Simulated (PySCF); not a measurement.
# Mayer bond orders and bond lengths

C4H3FN (charge -1).
Atom-mapped SMILES: `[F:1][c:2]1[cH:3][cH:4][cH:5][n-:6]1` (hydrogens: H7 on C3; H8 on C4; H9 on C5)

Bond orders from the PBE0/pcSseg-1 density (PySCF). Isolated species at its GFN2-xTB geometry, gas phase. The pcSseg-1 basis has no diffuse functions, a weakness for an anion.

Problem. How far do the computed orders between heavy atoms stray from the drawn ones?

Solution. The largest departure is 0.204, at C3–C4 (drawn aromatic, 1.296), counting aromatic bonds as 1.5. The bonds drawn aromatic range from 1.30 to 1.52.

Problem. Set the Mayer orders of the bonds beside their lengths.

Solution. 
```tsv
bond	drawn as	length (Å)	Mayer order
F1–C2	single	1.384	0.896
C2–C3	aromatic	1.378	1.437
C3–C4	aromatic	1.407	1.296
C4–C5	aromatic	1.381	1.474
C5–N6	aromatic	1.354	1.380
N6–C2	aromatic	1.334	1.520
C3–H7	single	1.079	0.980
C4–H8	single	1.082	0.985
C5–H9	single	1.082	0.989
```

Bonds between the same two heavy elements. C–C: lowest C3–C4 (1.296, 1.407 Å), highest C4–C5 (1.474, 1.381 Å). C–N: lowest C5–N6 (1.380, 1.354 Å), highest N6–C2 (1.520, 1.334 Å).

Problem. Sum the orders of all bonds at each heavy atom with more than one neighbour and set the sums beside the valence in the SMILES.

Solution. C2 3.853 (drawn 4), C3 3.713 (drawn 4), C4 3.755 (drawn 4), C5 3.843 (drawn 4), N6 2.900 (drawn 2). Orders between atoms that aren't bonded are not in these sums.

The Mayer order sums products of elements of PS (density times overlap matrix) between the two atoms' basis functions, so it depends on the basis set.
